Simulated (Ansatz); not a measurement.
The same path of AlH3 + H3P (8 atoms, charge 0, multiplicity 1) was run twice with different band settings. Lost on the way: Al1–H2, P5–H8. Made: Al1–P5, H2–H8.

The calculation used RKS PBE-D4/def2-SVP (Ansatz).

Relaxed end points:

```xyz
8
Properties=species:S:1:pos:R:3
Al 0.020 0.034 0.129
H -0.083 0.701 1.588
H 1.451 -0.093 -0.578
H -1.323 -0.253 -0.696
P 0.174 -2.963 1.197
H -0.661 -2.757 0.042
H 1.385 -2.633 0.495
H -0.016 -1.613 1.709
```

```xyz
8
Properties=species:S:1:pos:R:3
Al 0.112 -0.679 -0.044
H -0.156 0.590 1.782
H 1.453 0.167 -0.270
H -1.307 -0.121 -0.534
P 0.240 -2.853 0.868
H -0.657 -3.389 -0.124
H 1.427 -3.169 0.114
H -0.164 -0.123 2.094
```

Common settings: movable images 5; climbing image yes; spring 5.0 eV/Å²; optimiser quadratic models (default); force threshold 0.03 eV/Å; iteration limit 60; end points relaxed.

| run | start path |
| --- | --- |
| 1 | through a guess of the saddle point |
| 2 | straight line |

Task: What does each run give, and how far can it be trusted?

Result: Run 1: converged after 10 iterations, highest image 0.593 eV above the first end. A vibrational analysis at the climbing image gives one clearly imaginary mode, 961i cm⁻¹: a first-order saddle point.
Run 2: converged after 11 iterations, highest image 0.592 eV above the first end. Another band between the same ends (5 images) ends at a top of the same energy, where a vibrational analysis finds 1 clearly imaginary mode.
The orbitals stay closed-shell, which can raise the energy where a bond breaks towards radicals; this wasn't checked here.
